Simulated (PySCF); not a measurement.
# input.py for OF

Input:

```python
from pyscf import gto, scf, cc

mol = gto.M(
    atom='O 0 0 0; F 0 0 1.276',
    basis='cc-pvtz',
    charge=0,
    spin=1,
    verbose=4,
)
mf = scf.UHF(mol)
mf.kernel()
mycc = cc.CCSD(mf, frozen=2)
mycc.kernel()
mf.dip_moment()
print('orbital energies (hartree):', [e[max(0, n-3):n+3].round(4) for e, n in zip(mf.mo_energy, mol.nelec)])
```

```bash
$ python input.py
```

It prints (some set-up lines and the per-cycle HOMO/LUMO lines with their warnings removed):

```
PySCF version 2.14.0

[INPUT] Symbol           X                Y                Z      unit          X                Y                Z       unit  Magmom
[INPUT]  1 O      0.000000000000   0.000000000000   0.000000000000 AA    0.000000000000   0.000000000000   0.000000000000 Bohr   0.0
[INPUT]  2 F      0.000000000000   0.000000000000   1.276000000000 AA    0.000000000000   0.000000000000   2.411290534945 Bohr   0.0

nuclear repulsion = 29.8595291428213
number of shells = 18
number of NR pGTOs = 84
number of NR cGTOs = 60
basis = cc-pvtz
ecp = {}

******** <class 'pyscf.scf.uhf.UHF'> ********
method = UHF
initial guess = minao
damping factor = 0
level_shift factor = 0
DIIS = <class 'pyscf.scf.diis.CDIIS'>
SCF conv_tol = 1e-09
SCF max_cycles = 50
number electrons alpha = 9  beta = 8
init E= -174.14261099199

cycle= 1 E= -174.142896712379  delta_E= -0.000286  |g|= 0.327  |ddm|= 0.933
cycle= 2 E= -174.182628938446  delta_E= -0.0397  |g|= 0.117  |ddm|= 0.189
cycle= 3 E= -174.18868092108  delta_E= -0.00605  |g|= 0.0406  |ddm|= 0.0553
cycle= 4 E= -174.19114873311  delta_E= -0.00247  |g|= 0.0206  |ddm|= 0.0409
cycle= 5 E= -174.191970298622  delta_E= -0.000822  |g|= 0.0108  |ddm|= 0.0252
cycle= 6 E= -174.192227332859  delta_E= -0.000257  |g|= 0.00501  |ddm|= 0.0176
cycle= 7 E= -174.192256532185  delta_E= -2.92e-05  |g|= 0.00265  |ddm|= 0.00548
cycle= 8 E= -174.192267440147  delta_E= -1.09e-05  |g|= 0.00155  |ddm|= 0.00335
cycle= 9 E= -174.192274363917  delta_E= -6.92e-06  |g|= 0.00083  |ddm|= 0.00348
cycle= 10 E= -174.192276799714  delta_E= -2.44e-06  |g|= 0.000223  |ddm|= 0.00292
cycle= 11 E= -174.192276921886  delta_E= -1.22e-07  |g|= 5.19e-05  |ddm|= 0.000686
cycle= 12 E= -174.19227692523  delta_E= -3.34e-09  |g|= 1.2e-05  |ddm|= 9.29e-05
cycle= 13 E= -174.192276925348  delta_E= -1.18e-10  |g|= 2.67e-06  |ddm|= 1.36e-05
Extra cycle  E= -174.192276925353  delta_E= -4.89e-12  |g|= 1.21e-06  |ddm|= 1.9e-06
converged SCF energy = -174.192276925353  <S^2> = 0.75921635  2S+1 = 2.0091952

******** <class 'pyscf.cc.uccsd.UCCSD'> ********
CC2 = 0
CCSD nocc = (np.int64(7), np.int64(6)), nmo = (58, 58)
frozen orbitals 2
max_cycle = 50
direct = 0
conv_tol = 1e-07
conv_tol_normt = 1e-06
Init t2, MP2 energy = -0.444292055559181
Init E_corr(UCCSD) = -0.44429205556
cycle = 1  E_corr(UCCSD) = -0.442274754284846  dE = 0.00201730128  norm(t1,t2) = 0.0791212
cycle = 2  E_corr(UCCSD) = -0.454613249932004  dE = -0.0123384956  norm(t1,t2) = 0.025435
cycle = 3  E_corr(UCCSD) = -0.454544857716763  dE = 6.83922152e-05  norm(t1,t2) = 0.0222835
cycle = 4  E_corr(UCCSD) = -0.457590899169554  dE = -0.00304604145  norm(t1,t2) = 0.014578
cycle = 5  E_corr(UCCSD) = -0.457816680510502  dE = -0.000225781341  norm(t1,t2) = 0.00519023
cycle = 6  E_corr(UCCSD) = -0.457505204980268  dE = 0.00031147553  norm(t1,t2) = 0.00143031
cycle = 7  E_corr(UCCSD) = -0.457568048357399  dE = -6.28433771e-05  norm(t1,t2) = 0.000411815
cycle = 8  E_corr(UCCSD) = -0.45757007460804  dE = -2.02625064e-06  norm(t1,t2) = 0.000117711
cycle = 9  E_corr(UCCSD) = -0.457562302051782  dE = 7.77255626e-06  norm(t1,t2) = 5.08044e-05
cycle = 10  E_corr(UCCSD) = -0.457563821450111  dE = -1.51939833e-06  norm(t1,t2) = 2.11344e-05
cycle = 11  E_corr(UCCSD) = -0.457563614628791  dE = 2.0682132e-07  norm(t1,t2) = 8.00065e-06
cycle = 12  E_corr(UCCSD) = -0.457563891416752  dE = -2.76787961e-07  norm(t1,t2) = 3.36726e-06
cycle = 13  E_corr(UCCSD) = -0.457563828161466  dE = 6.32552868e-08  norm(t1,t2) = 1.67376e-06
cycle = 14  E_corr(UCCSD) = -0.457563766765188  dE = 6.13962774e-08  norm(t1,t2) = 6.66125e-07
UCCSD converged
E(UCCSD) = -174.6498406921183  E_corr = -0.4575637667651883
Dipole moment(X, Y, Z, Debye): -0.00000,  0.00000, -0.19722
orbital energies (hartree): [array([-0.7648, -0.6238, -0.5571,  0.2749,  0.6978,  0.7095]), array([-0.7421, -0.7154, -0.5209,  0.0926,  0.3083,  0.7265])]
```

In short: E(SCF) = -174.192277 Eh, 13 cycles, E(CCSD) − E(SCF) = -0.45756 Eh, ⟨S²⟩ = 0.759, μz(SCF) = -0.20 D.

Wall time 9.5 s on one thread of a shared host.

The bond length is a typed value, not an optimised one. No search for the lowest solution was made.
